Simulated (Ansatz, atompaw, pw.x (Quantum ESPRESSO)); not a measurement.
# Be (Z = 4): does the PAW (atompaw) potential hold in the solid?

* Element: beryllium
* Generator: atompaw 4.2.0.5
* Type: PAW
* Functional: LDA (PW92)
* Relativity: scalar-relativistic
* Frozen core: [He]
* Valence charge: 2
* Reference configuration: 2s2 2p0
* Partial waves: 2s (bound): rc 3.00 bohr; 2s channel at 1.05 Ry: rc 1.45 bohr; 2p (bound, empty): rc 3.00 bohr; 2p channel at 0.2 Ry: rc 3.00 bohr; 3d channel at 0.5 Ry: rc 3.00 bohr; 3d channel at 1.35 Ry: rc 3.00 bohr
* Local potential: ultrasoft scheme with l = 3 at 0 Ry, radius 2.10 bohr
* Core correction: smooth core density matched at 1.90 bohr
* Augmentation charge: besselshape compensation charge, radius 2.95 bohr; PAW radius 3.00 bohr; waves and projectors: custom rrkj gramschmidtortho

Atomic tests: cutoffs needed: 6 Ry and 6 Ry (the cutoffs (Ry, on a coarse ladder) from which the occupation-weighted sum of valence levels, in a spherical-Bessel basis at the reference potential, stays within 10 and 1 mRy of its value at 400 Ry); ghost test: no extra level below or beside the all-electron valence levels (s, p, d, f tested) (spherical-Bessel basis up to 400 Ry, 20 bohr box); lowest eigenvalue of the overlap operator: 0.58 (s channel).

Crystal test: bcc Be in pw.x 7.5, no spin, 18³ k-points, Fermi–Dirac smearing 0.01 Ry, cutoffs 40/400 Ry. The reference is all-electron LAPW (Ansatz 0.2.0) with the same functional, mesh and smearing; V0 and B0 come from Birch–Murnaghan fits to the pressures at five volumes. Errors are pseudo minus all-electron; Δ is the rms difference of the E(V) curves that follow from these fits, minima aligned, over ±6 % about the mean V0. Mesh and smearing are coarse, so the numbers serve the comparison and aren't converged zero-temperature values; the lattice is a test structure that the element need not adopt.

| V (Å³/atom) | P all-electron (GPa) | P pseudo (GPa) |
| --- | --- | --- |
| 7.090 | 7.22 | 11.09 |
| 7.276 | 3.34 | 6.61 |
| 7.463 | -0.13 | 2.62 |
| 7.650 | -3.25 | -0.93 |
| 7.836 | -6.04 | -4.08 |

All-electron: a0 = 2.461 Å (V0 = 7.46 Å³/atom), B0 = 132.0 GPa.

Pseudopotential: mean pressure error (GPa): +2.84; a0 (Å): 2.477; a0 error (%): +0.64; B0 error (%): +6.5; Δ (meV/atom): 4.4. The largest radius (3.00 bohr) exceeds half the bond length (2.01 bohr), so the spheres overlap, which is one possible source of error among others. This is a poor potential for the solid.

Question: At the middle volume, how do free energy and pressure move when the wave cutoff is lowered (ecutrho held at 400 Ry)?

Answer:

```
cutoff (Ry)  shift of F (meV/atom)  shift of P (GPa)
         18                   +2.1             -0.12
         24                   +0.3             +0.00
         32                   +0.1             -0.01
```

Input at the middle volume:

```
&control
  calculation='scf', prefix='x', pseudo_dir='./', outdir='./tmp', tstress=.true., disk_io='none'
/
&system
  ibrav=0, nat=1, ntyp=1, ecutwfc=40, ecutrho=400, nbnd=8,
  occupations='smearing', smearing='fd', degauss=0.01
/
&electrons
  conv_thr=1e-09, mixing_beta=0.4, electron_maxstep=70
/
ATOMIC_SPECIES
Be 1.0 Be.UPF
CELL_PARAMETERS angstrom
  -1.23107492 1.23107492 1.23107492
  1.23107492 -1.23107492 1.23107492
  1.23107492 1.23107492 -1.23107492
ATOMIC_POSITIONS crystal
Be 0.0000 0.0000 0.0000
K_POINTS automatic
18 18 18 0 0 0
```

```bash
pw.x < Be.scf.in > Be.scf.out
```

Lines of the output:

```
Message from routine setup:
     using ibrav=0 with symmetry is DISCOURAGED, use correct ibrav instead
     lattice parameter (alat)  =       4.0294  a.u.
     unit-cell volume          =      50.3628 (a.u.)^3
     number of electrons       =         2.00
     number of Kohn-Sham states=            8
     kinetic-energy cutoff     =      40.0000  Ry
     charge density cutoff     =     400.0000  Ry
     scf convergence threshold =      1.0E-09
     Exchange-correlation= SLA PW NOGX NOGC
     number of k points=   195  Fermi-Dirac smearing, width (Ry)=  0.0100
     iteration #  1     ecut=    40.00 Ry     beta= 0.40
     total energy              =      -6.45503508 Ry
     estimated scf accuracy    <       0.00074068 Ry
     iteration #  2     ecut=    40.00 Ry     beta= 0.40
     total energy              =      -6.44234229 Ry
     estimated scf accuracy    <       0.00035171 Ry
     iteration #  3     ecut=    40.00 Ry     beta= 0.40
     total energy              =      -6.44185467 Ry
     estimated scf accuracy    <       0.00000051 Ry
     iteration #  4     ecut=    40.00 Ry     beta= 0.40
     total energy              =      -6.44181070 Ry
     estimated scf accuracy    <       0.00000026 Ry
     iteration #  5     ecut=    40.00 Ry     beta= 0.40
     total energy              =      -6.44180861 Ry
     estimated scf accuracy    <       0.00000008 Ry
     iteration #  6     ecut=    40.00 Ry     beta= 0.40
     the Fermi energy is     9.3315 ev
!    total energy              =      -6.44180880 Ry
     estimated scf accuracy    <          3.0E-10 Ry
     smearing contrib. (-TS)   =      -0.00055517 Ry
     convergence has been achieved in   6 iterations
          total   stress  (Ry/bohr**3)                   (kbar)     P=       26.22
     Message from routine punch:
     Nothing written, as per user request (disk_io='none')
```

The run at the middle volume (195 k-points, 6 iterations) took about 4.7 s on one core of a shared host (Intel(R) Xeon(R) 6975P-C, 192 threads, 378 GiB, load 70).
